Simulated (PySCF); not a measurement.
Gas-phase reaction: 2 (CH3)3SiF + SiH2 + 3 H2 → 2 HF + 3 (CH3)2SiH2

Method: PySCF energies (xtb for GFN2) plus ideal-gas RRHO corrections (1 bar). † marks an energy on the PBE0/def2-TZVP geometry and frequencies; other levels use their own. MP2 and CCSD(T) freeze the core. All species are closed-shell singlets. B3LYP is the form with VWN-RPA correlation. MP2 isn't extrapolated to the basis-set limit; its ΔH°(298 K) is 29.4 kJ in def2-SVP and 46.0 kJ in def2-TZVPP. CCSD(T) isn't extrapolated to the basis-set limit. The harmonic model lacks anharmonicity and excited electronic states, which grow with temperature; levels with a mode under 35 cm⁻¹ are left out. Internal rotation in (CH3)3SiF, (CH3)2SiH2 is treated as a harmonic vibration of one conformer, which makes the entropy rough.

```json
[
 {"level": "B3LYP/def2-TZVP†", "ΔE electronic, kJ": "27", "ΔH°(298 K), kJ": "66", "ΔS°(298 K), J/K": "-65", "ΔG°(1000 K), kJ": "148"},
 {"level": "CCSD(T)/def2-SVP†", "ΔE electronic, kJ": "-6", "ΔH°(298 K), kJ": "33", "ΔS°(298 K), J/K": "-65", "ΔG°(1000 K), kJ": "115"},
 {"level": "GFN2-xTB", "ΔE electronic, kJ": "-42", "ΔH°(298 K), kJ": "-2", "ΔS°(298 K), J/K": "-85", "ΔG°(1000 K), kJ": "96"},
 {"level": "MP2/def2-TZVPP†", "ΔE electronic, kJ": "7", "ΔH°(298 K), kJ": "46", "ΔS°(298 K), J/K": "-65", "ΔG°(1000 K), kJ": "128"},
 {"level": "PBE/def2-SVP", "ΔE electronic, kJ": "13", "ΔH°(298 K), kJ": "50", "ΔS°(298 K), J/K": "-68", "ΔG°(1000 K), kJ": "134"},
 {"level": "PBE0/def2-SVP†", "ΔE electronic, kJ": "-19", "ΔH°(298 K), kJ": "20", "ΔS°(298 K), J/K": "-65", "ΔG°(1000 K), kJ": "102"},
 {"level": "PBE0/def2-TZVP", "ΔE electronic, kJ": "-6", "ΔH°(298 K), kJ": "32", "ΔS°(298 K), J/K": "-65", "ΔG°(1000 K), kJ": "114"},
 {"level": "r2SCAN/def2-TZVP†", "ΔE electronic, kJ": "23", "ΔH°(298 K), kJ": "62", "ΔS°(298 K), J/K": "-65", "ΔG°(1000 K), kJ": "144"},
 {"level": "LDA/def2-TZVP†", "ΔE electronic, kJ": "-10", "ΔH°(298 K), kJ": "29", "ΔS°(298 K), J/K": "-65", "ΔG°(1000 K), kJ": "111"},
 {"level": "ωB97M-V/def2-TZVP†", "ΔE electronic, kJ": "35", "ΔH°(298 K), kJ": "74", "ΔS°(298 K), J/K": "-65", "ΔG°(1000 K), kJ": "156"}
]
```
ΔH° is lowest at GFN2-xTB and highest at ωB97M-V/def2-TZVP†. No reference value is set beside these.
